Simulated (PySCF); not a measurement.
PySCF job for disulfur (S2), SMILES S=S (connectivity only; charge and spin as stated), neutral, multiplicity 3, PBE/pcH-1. Geometry optimised at PBE0-D3(BJ)/def2-TZVPD.

```python
import numpy as np
from pyscf import gto, scf, dft
from pyscf.prop.hfc import uks as hfc

mol = gto.M(
    atom='''
    S     0.00000000    0.00000000   -0.94273890
    S     0.00000000    0.00000000    0.94273890
    ''',
    basis='pcH-1',
    charge=0,
    spin=2,
    max_memory=1600,
    verbose=3,
)
mf = dft.UKS(mol, xc='pbe')
mf.grids.level = 3
mf.conv_tol = 1e-10
mf.max_cycle = 100
mf.kernel()
fine, coarse = mf.grids, dft.Grids(mol).set(level=1).build(with_non0tab=True)
for _ in range(3):  # follow internal instabilities
    mf.grids = coarse
    mo, _, stable, _ = mf.stability(return_status=True, nroots=4)
    mf.grids = fine
    if stable:
        break
    mf.kernel(mf.make_rdm1(mo, mf.mo_occ))
A = hfc.HFC(mf).make_fcdip(mf.make_rdm1())  # Fermi contact and dipolar terms, MHz
print('atom   A(iso)/MHz   principal dipolar parts/MHz')
for i, a in enumerate(A):
    w = np.linalg.eigvalsh((a + a.T) / 2)
    print(f'{mol.atom_symbol(i):2s}{i + 1:3d} {w.mean():12.2f}', (w - w.mean()).round(2))
```

Log of the run:

```

WARN: HOMO -0.206972631902845 >= LUMO -0.206972631902862

converged SCF energy = -796.009349648669  <S^2> = 2.0021763  2S+1 = 3.0014505
<class 'pyscf.dft.uks.UKS'> wavefunction is stable in the internal stability analysis
atom   A(iso)/MHz   principal dipolar parts/MHz
S   1        -2.90 [-50.86  25.43  25.43]
S   2        -2.90 [-50.86  25.43  25.43]
```

The calculation finished and met its thresholds.

Cost: around 8 core-seconds (rough).
